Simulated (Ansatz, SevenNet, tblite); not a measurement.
## How well does each level of theory give the Voigt–Reuss–Hill shear modulus of zinc-blende BP?

Reference value: 166 GPa (measured, temperature not stated, not corrected to a static lattice, Hill average of measured single-crystal constants; as tabulated in Mahat et al. (2021), doi:10.1103/physrevmaterials.5.033606).

```tsv
level (code)	value (GPa)	cell (Å³/atom)
GFN1-xTB (tblite)	135	11.96
SevenNet-0 (SevenNet)	68.9	11.64
LDA (Ansatz)	…	11.32
PBE (Ansatz)	162	11.76
r²SCAN (Ansatz)	174	11.67
```

Some entries are withheld; supply them.


- LDA (Ansatz, a first-principles code), value (GPa): 169

Differences against the reference: GFN1-xTB -18.7 %, SevenNet-0 -58 %, LDA +1.8 %, PBE -2.4 %, r²SCAN +4.8 %.

The reference's temperature isn't stated, so close values are not ranked against it. Off by more than 25 % (a bound picked here): SevenNet-0 (-58 %).

The reference has no zero-point or thermal correction, while the calculations are for a static lattice, so the differences are not the levels' errors alone. A static lattice is as a rule stiffer than a warm one, by over a tenth in soft solids.  GFN1-xTB: the method was fitted mainly to molecules. GFN1-xTB: the run uses a supercell at the zone centre in place of a k mesh. Each level is taken at its own relaxed cell. Cutoffs differ between the levels. Ansatz's density-functional and Hartree–Fock values are scalar-relativistic unless marked +SOC, with PAW data made under PBE.

Machine-learned potentials (SevenNet-0) are trained on DFT data, which may include these solids.

Differences are worked out from the printed values.
